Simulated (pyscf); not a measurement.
**Concerted two-bond exchange: HO–SiH: [singlet] + H₂ → O=SiH₂ + H₂**

Gas phase, singlet surface, charge 0. Bonds broken: O1–H3, H4–H5. Bonds formed: Si2–H4, H3–H5. Single points on ωB97X-D3(BJ)/def2-SVP structures (PySCF, gas phase).

Transition state (Å):

```xyz
6

O     -0.0338    -0.6155     0.0215
Si    -0.7678     0.7755    -0.1926
H     -1.1460    -1.2115     0.1690
H     -2.2361     0.0425    -0.0072
H     -2.1755    -1.1621     0.2008
H      0.2257     1.8630    -0.4262
```

One imaginary mode, 2117i cm⁻¹; descent along it reached the two sides named.

```
bond    change  reactant side (Å)  saddle  product side
------  ------  -----------------  ------  ------------
O1–H3   breaks              0.966   1.270         2.372
H4–H5   breaks              0.761   1.224           4.8
Si2–H4   forms                3.3   1.652         1.487
H3–H5    forms              2.330   1.031         0.763
```

Electronic energies relative to the separated reactants (kJ/mol):

```json
[
 {"level": "ωB97X-D3(BJ)/def2-TZVP", "barrier": "226.7", "reaction energy": "+0.6", "reverse barrier": "226.1"},
 {"level": "PBE/def2-TZVP", "barrier": "171.5", "reaction energy": "-2.9", "reverse barrier": "174.5"},
 {"level": "r²SCAN/def2-TZVP", "barrier": "183.0", "reaction energy": "-11.5", "reverse barrier": "194.6"},
 {"level": "B3LYP-D3(BJ)/def2-TZVP", "barrier": "210.5", "reaction energy": "+0.9", "reverse barrier": "209.5"},
 {"level": "PBE0-D3(BJ)/def2-TZVP", "barrier": "198.9", "reaction energy": "+6.2", "reverse barrier": "192.7"},
 {"level": "M06-2X/def2-TZVP", "barrier": "241.2", "reaction energy": "+15.5", "reverse barrier": "225.7"},
 {"level": "ωB97M-D3(BJ)/def2-TZVP", "barrier": "231.7", "reaction energy": "+12.5", "reverse barrier": "219.2"},
 {"level": "HF/def2-TZVP", "barrier": "330.8", "reaction energy": "+20.8", "reverse barrier": "310.0"}
]
```

With ωB97M-D3(BJ)/def2-TZVP energies and thermal terms (ideal gas, 1 atm, RRHO with modes under 100 cm⁻¹ raised to 100, one conformer, R ln 2 for chiral ones without a mode under 150 cm⁻¹), in kJ/mol:

```tsv
T (K)	ΔH‡	ΔG‡	ΔH	ΔG
298	224.7	261.2	+7.2	+9.4
600	220.0	300.5	+6.5	+12.0
900	219.5	341.0	+6.3	+14.8
1200	221.1	381.4	+6.6	+17.6
```

This saddle turned up in a search for another step; its sides and bond changes are read from the two ends of the descent. The same reactants have a lower exit, to HO–SiH₃ (barrier +86.8 kJ/mol at ωB97M-D3(BJ)/def2-TZVP, against +231.7 kJ/mol here). This is the saddle that the search found; another between the same sides may lie lower.
